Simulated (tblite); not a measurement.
P3H5.
SMILES with atom numbers: `[PH2:1][PH:2][PH2:3]` (hydrogens: H4, H5 on P1; H6 on P2; H7, H8 on P3)

Computed with GFN2-xTB (tblite), gas phase: L-BFGS steps from a force-field or distance-geometry start until the largest atomic force falls under 0.01 eV/Å.

Step 0: E = -274.7758 eV
```
atom  x, y, z in Å  |  force x, y, z in eV/Å
P1      1.7508    0.0774   -0.4995   -0.666  -0.273   0.167
P2     -0.0189   -0.4240    0.8471    0.119   0.773  -0.512
P3     -1.6723   -0.1399   -0.6612    0.456  -0.218   0.146
H4      1.6619    1.4985   -0.4281   -0.057  -0.570   0.317
H5      2.7809   -0.0454    0.4607   -0.493   0.183   0.000
H6      0.0722   -1.8417    0.8144   -0.009   0.393  -0.454
H7     -1.7874    1.2757   -0.5905    0.144  -0.498   0.317
H8     -2.7781   -0.3912    0.1878    0.507   0.209   0.019
```

Step 1: E = -274.8217 eV
```
atom  x, y, z in Å  |  force x, y, z in eV/Å
P1      1.7412    0.0736   -0.4971   -0.535  -0.266   0.087
P2     -0.0172   -0.4130    0.8398    0.088   0.603  -0.354
P3     -1.6658   -0.1430   -0.6591    0.400  -0.200   0.058
H4      1.6611    1.4903   -0.4235   -0.081  -0.497   0.294
H5      2.7738   -0.0428    0.4607   -0.498   0.150   0.005
H6      0.0721   -1.8361    0.8078   -0.009   0.476  -0.431
H7     -1.7853    1.2686   -0.5859    0.151  -0.441   0.292
H8     -2.7709   -0.3882    0.1881    0.485   0.175   0.049
```

Step 2: E = -274.9830 eV
```
atom  x, y, z in Å  |  force x, y, z in eV/Å
P1      1.6732    0.0405   -0.4853    0.616  -0.125  -0.661
P2     -0.0059   -0.3359    0.7938   -0.328  -0.406   0.976
P3     -1.6155   -0.1680   -0.6507   -0.125  -0.094  -0.552
H4      1.6513    1.4277   -0.3867   -0.218   0.067   0.077
H5      2.7122   -0.0238    0.4613   -0.438  -0.123   0.079
H6      0.0710   -1.7781    0.7541    0.007   0.729  -0.213
H7     -1.7667    1.2131   -0.5494    0.177   0.041   0.069
H8     -2.7105   -0.3661    0.1937    0.310  -0.089   0.225
```

**Question.** Estimate the geometry and energy of step 3. (The exact step hangs on the optimiser's Hessian estimate; all steps are aligned on step 2, rigid shifts and turns removed.)

**Answer.** E = -275.0161 eV, largest force 0.688 eV/Å
```
atom  x, y, z in Å  |  force x, y, z in eV/Å
P1      1.6788    0.0383   -0.4929    0.344  -0.094  -0.434
P2     -0.0097   -0.3383    0.8042   -0.196  -0.247   0.612
P3     -1.6158   -0.1698   -0.6569   -0.050  -0.067  -0.367
H4      1.6486    1.4270   -0.3849   -0.197   0.026   0.052
H5      2.7056   -0.0248    0.4623   -0.368  -0.124   0.085
H6      0.0711   -1.7687    0.7503    0.003   0.575  -0.181
H7     -1.7642    1.2123   -0.5477    0.171   0.023   0.050
H8     -2.7054   -0.3666    0.1964    0.293  -0.092   0.183
```

The energy changes by -0.0330 eV. The first-order estimate −F·Δx gives -0.0389 eV and the mean of the old and new forces, exact on a quadratic surface, -0.0332 eV. The step makes an angle of 13° with the force vector and moves no atom by more than 0.011 Å.

Run on x86-64 server, one thread, on a shared host.
